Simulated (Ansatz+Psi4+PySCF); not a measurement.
# singlet Na₂: levels of theory in one basis

```xyz
2

Na    0.0000    0.0000    1.5763
Na    0.0000    0.0000   -1.5763
```

Basis set: cc-pCVTZ (spherical functions). Left uncorrelated: 2 orbitals. Charge 0, multiplicity 1.

Computed with Ansatz (development build ahead of 0.2.0) and Psi4 1.11; each method stands on the lowest determinant of its kind that the runs found.

| method | E − E(RHF) (eV) | <S²> of the determinant |
| --- | --- | --- |
| RHF | 0.00 | 0.00 |
| UHF | -0.07 | 0.44 |
| UHF-MP2 | -14.86 | 0.44 |
| RHF-CCSD | -15.39 | – |
| UHF-CCSD | -15.38 | 0.44 |
| RHF-CCSD(T) | -15.60 | – |
| UHF-CCSD(T) | -15.60 | 0.44 |

Q: What does RHF-MP2 give on the same scale?

A: -15.01 eV.

Q: Is a single determinant a sound starting point here?

A: It is doubtful. Unrestricted orbitals gain 0.07 eV with <S²> 0.44 against 0.00 for a pure state, but the cluster amplitudes or the share of triples are large.

Caution for UHF, UHF-MP2, UHF-CCSD, UHF-CCSD(T): the unrestricted determinant is spin contaminated; the determinant breaks the point group. Caution for UHF-MP2, UHF-CCSD, UHF-CCSD(T): large amplitudes, a single reference is doubtful. Caution for UHF-MP2: another reference gives a lower total.
